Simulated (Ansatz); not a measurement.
CH, quartet along the distance C1-H2

Starting geometry (PBE0/def2-TZVP stationary point for this spin):

```csv
atom,x (Å),y (Å),z (Å)
C,0.0000,0.0000,0.0000
H,0.0000,0.0000,1.0894
```

From there H2 moves along the line of the two atoms named below, all else staying in place; atoms are numbered as listed. Energies are in kcal/mol, counted from the starting geometry at the same level. Kohn–Sham curves are unrestricted where that lies lower.

Basis cc-pVTZ; Ansatz 0.2.0. Only valence electrons are correlated (noble-gas cores frozen).

Full CI is exact within this basis and frozen core; it isn't the basis-set limit.

```csv
distance C1-H2 (Å),full CI,PBE,r2SCAN,PBE0,B3LYP,r2SCAN0,wB97M-V,B2PLYP,RPA-PBE
0.869,30.0,31.2,29.5,29.9,30.0,28.9,29.8,29.6,30.6
0.993,4.4,5.0,4.2,4.3,4.5,3.9,4.4,4.3,4.7
1.089,0.0,0.0,0.0,0.0,0.0,0.0,0.0,0.0,0.0
1.224,5.2,4.5,5.5,5.4,4.8,6.0,5.2,5.3,4.8
1.334,14.1,12.8,14.7,14.6,13.2,15.6,14.1,14.1,13.2
1.512,30.5,28.5,31.6,31.4,28.4,33.0,30.5,30.1,28.7
1.708,45.8,43.4,47.1,46.8,42.3,48.5,45.1,44.7,42.7
2.060,60.1,58.7,63.2,61.4,55.7,63.9,58.1,57.7,54.8
2.437,64.2,65.3,70.5,67.0,61.0,70.3,62.6,62.0,57.7
2.979,65.4,68.7,74.0,69.4,63.5,73.0,64.0,63.6,57.4
3.731,65.6,69.8,75.1,70.1,64.1,73.9,64.1,64.0,56.1
```

r2SCAN at 3.731 Å lies 9.5 kcal/mol (14 %) above the reference in this basis. r2SCAN0 at 3.731 Å lies 8.3 kcal/mol (13 %) above the reference in this basis. PBE at 3.731 Å lies 4.2 kcal/mol (6 %) above the reference in this basis. PBE0 at 3.731 Å lies 4.5 kcal/mol (7 %) above the reference in this basis.
